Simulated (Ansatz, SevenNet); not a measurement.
Voigt–Reuss–Hill bulk modulus (GPa) of solids drawn from the class of elemental solids other than molecular ones, at two levels: the machine-learned potential SevenNet-l3i5 (trained on PBE and PBE+U data), and PBE (plane waves, PAW; Ansatz, a quantum-chemistry and plane-wave program).

```csv
solid,SevenNet-l3i5,PBE,shift (%)
hcp Mg,36.9,36.1,-2.2
hcp Be,135,123,-8.9
hcp Lu,45.6,46.6,+2.2
double-hcp La,27.9,24.9,-10.8
hcp Zr,92.8,93.5,+0.8
hcp Sc,57.9,54.3,-6.2
hcp Ru,315,312,-1.0
hcp Ti,118,112,-5.1
body-centred tetragonal In,36.6,35.5,-3.0
hcp Re,356,364,+2.2
```

The shifts run from -10.8 % to +2.2 %, with a median of -2.6 %.

Over all 10 rows PBE is the larger in 3.

Ansatz's runs of these crystals have no spin polarisation.

Spin–orbit coupling is left out, also for the solids with elements from indium on (hcp Lu, double-hcp La, body-centred tetragonal In, hcp Re); its size isn't shown.

Each level is taken at its own relaxed cell. Ansatz's density-functional and Hartree–Fock values are scalar-relativistic unless marked +SOC, with PAW data made under PBE.
